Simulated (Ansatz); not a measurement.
Two isomers of C2H5Mg: A = `[CH2][Mg][CH3]`•, B = `C[CH2][Mg]`•.

Gas-phase electronic energies from Ansatz, PBE0-D4/def2-TZVP geometries. CCSD(T)/CBS is the MP2 limit (def2-TZVPP, def2-QZVPP) plus CCSD(T) − MP2 in def2-TZVPP, frozen cores. DFT in def2-TZVPP. B3LYP here is the variant with VWN-RPA as its local correlation; programs differ in this. No spin–orbit coupling; open shells (•) take unrestricted orbitals. For Mg outer-core shells are correlated without core-valence functions, which leaves a few kJ/mol of doubt a bond.

**Question.** Which isomer does CCSD(T)/CBS put lower? Give the gap. (Estimate.)

**Answer.** Ansatz gave: B, by 16.9 kcal/mol.

**Question.** Give E(B) − E(A) in kcal/mol with CCSD(T)/def2-SVP, CCSD(T)/def2-TZVPP, B2PLYP, LDA (SPW92), BLYP-D4, HF/def2-TZVPP, B3LYP. (An estimate is asked.)

**Answer.** The calculation gave: CCSD(T)/def2-SVP -24.5, CCSD(T)/def2-TZVPP -20.7, B2PLYP -20.7, LDA (SPW92) -31.7, BLYP-D4 -23.2, HF/def2-TZVPP -16.3, B3LYP -20.2. None reverses the order clearly.

**Question.** Does the order hold for the free energy at 298.15 K (harmonic terms from PBE0-D4)? (Estimate.)

**Answer.** Computed: Yes: G(B) − G(A) = -10.8 kcal/mol. Modes under 60 cm⁻¹, often nearly free rotors, make the harmonic entropy too high.

Largest T1 diagnostic: 0.012.

From BLYP to BHLYP (50 % exact exchange), in def2-TZVPP and without D4, E(B) − E(A) moves by +0.8 kcal/mol. In def2-TZVPP, CCSD(T) changes the Hartree–Fock value by −4.3 kcal/mol (the triples alone add −1.0 kcal/mol) and MP2 by −6.9 kcal/mol.
